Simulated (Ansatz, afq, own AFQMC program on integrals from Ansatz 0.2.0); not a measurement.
Two steps: Ansatz 0.2.0 writes the Fock matrix and Cholesky factors of the valence space, and afq projects on them the lowest state that overlaps trial and start.

```yaml
crystal:
  periodic: [false, false, false]
  atoms:
    - {symbol: W, position_ang: [0.000000, 0.005701, 0.157938]}
    - {symbol: O, position_ang: [0.000000, -0.110996, -1.677910]}
    - {symbol: H, position_ang: [0.000000, 0.722005, -2.172591]}
basis:
  gaussian: {orbitals: def2-SVP}
magnetization: {spin_polarized: false, initial_magnetization: 1}
correlation: {method: ccsd_t, electrons: outside_noble_gas, hamiltonian_folder: ham}
```

```sh
$ ansatz run in.yaml --threads 1 --pin off --events-out ev --progress --plain --max-ram 24576MiB --backend cuda --devices 0, --max-vram 18GiB
```

Options of the walk:

```
--method phaseless --trial cisd --walkers 4000 --populations 20 --least-time 60 --time-step 0.005 --steps-per-block 50 --equilibration-blocks 40 --max-blocks 4000 --target-error 0.00021 --factor-cut 1e-05 --start spin_pure --seed 9590 --release-times 0.24,0.6,1.2,1.8,2.6 --release-step 0.04 --release-every 3 --taylor-order 6
```

Times are imaginary, in 1/Eh. The walk had a cap of 209 s. With eight or more populations the least sampling time is a fifth of least-time, and the error comes from their spread. Core potentials past Kr, no spin–orbit coupling.

afq prints:

```
orbitals 46  electrons 7 6  factors 379 of 498
reference energy -141.64777822 Eh
CCSD correlation -0.31992441 Eh in 62 cycles, weight of the determinant in the CISD state 0.8316
energy of the start -141.967700 Eh
 block  time / (1/Eh)  mean weight  energy / Eh
     1     0.250  0.9997  -141.963507
     2     0.500  0.9999  -141.967525
     3     0.750  0.9999  -141.970101
     4     1.000  1.0000  -141.972982
     5     1.250  0.9999  -141.975651
     8     2.000  0.9996  -141.976812
    11     2.750  0.9999  -141.979787
    26     6.500  1.0001  -141.981903
    41    10.250  0.9998  -141.981341
    56    14.000  1.0000  -141.981989
    61    15.250  0.9996  -141.985008
    71    17.750  0.9999  -141.981526
    86    21.500  0.9999  -141.984490
   101    25.250  0.9999  -141.984802
   116    29.000  0.9996  -141.981198
   131    32.750  1.0001  -141.982893
   136    34.000  0.9999  -141.980197
   146    36.500  1.0001  -141.981210
   161    40.250  0.9995  -141.980388
   176    44.000  1.0002  -141.980790
   191    47.750  1.0004  -141.980264
   196    49.000  1.0003  -141.982042
error from the spread of 20 populations
released: time / (1/Eh)  energy / Eh  error  mean overlap
  0.24  -141.982416  0.000267  0.9993
  0.60  -141.982899  0.000159  0.9964
  1.20  -141.985575  0.002724  0.9914
  1.80  -141.983128  0.000312  0.9892
  2.60  -142.011790  0.028907  0.9837
energy -141.982181 +/- 0.000206 Eh
(rows thinned)
```

The run passed its tests (sampling time, drift between the halves within three errors, error under three times the target), which doesn't prove that it has relaxed.

Against this walk (error 5.6 meV) on the same determinant: CCSD(T) 44.0 meV higher. The error is statistical and leaves out the bias of the constraint. None of these is a sure reference here. The released energies have errors that jump between times, so the bars are unsure (meV from the phaseless value at times in 1/Eh: -6 ± 7 at 0.24, -20 ± 4 at 0.60, -92 ± 74 at 1.20, -26 ± 8 at 1.80, -806 ± 787 at 2.60), so they give no level.

Cautions: constraint bias not in the error; no spin-orbit coupling; outer-core shells of the metal frozen; higher spins were not checked; a spin-contaminated unrestricted determinant lies lower (UHF 971 meV lower, ⟨S²⟩ 2.29).

The walk took 3.2 min on 1 × NVIDIA H100 80GB HBM3 with 2 threads of AMD EPYC 7R13 Processor (Zen 3), on a shared host (the card was shared). The log's last line is the phaseless energy.

A walk keeps the symmetry of its determinant, which the program's search chose and which needn't be the lowest solution, so a lower state of the same spin and another symmetry isn't excluded.
